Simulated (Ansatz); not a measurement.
Isomers of H₆NSi₂, relaxed with PBE0-D4/def2-TZVP in Ansatz; electronic energies, one conformer each and not always the lowest. Functionals use def2-TZVPP; CBS adds triple-zeta CCSD(T) − MP2 to the MP2 limit of def2-TZVPP and def2-QZVPP.

**Question.** Order them by energy at frozen-core CCSD(T)/CBS, lowest first. (Best estimate.)
A. `N[SiH][SiH3]`•
B. `[SiH2]N[SiH3]`•
C. `[SiH3][N][SiH3]`•

**Answer.** B (0.0 kcal/mol), A (9.8 kcal/mol), C (21.9 kcal/mol).

**Question.** How do B2PLYP, MP2/CBS(def2), r2SCAN-D4, PBE0-D4 place them (kcal/mol, against `[SiH2]N[SiH3]`•)? (Estimate.)

**Answer.** Ansatz gave: 
```csv
isomer,B2PLYP,MP2/CBS(def2),r2SCAN-D4,PBE0-D4
`N[SiH][SiH3]`•,10.2,12.0,7.9,6.3
`[SiH3][N][SiH3]`•,20.8,27.9,19.8,22.0
```
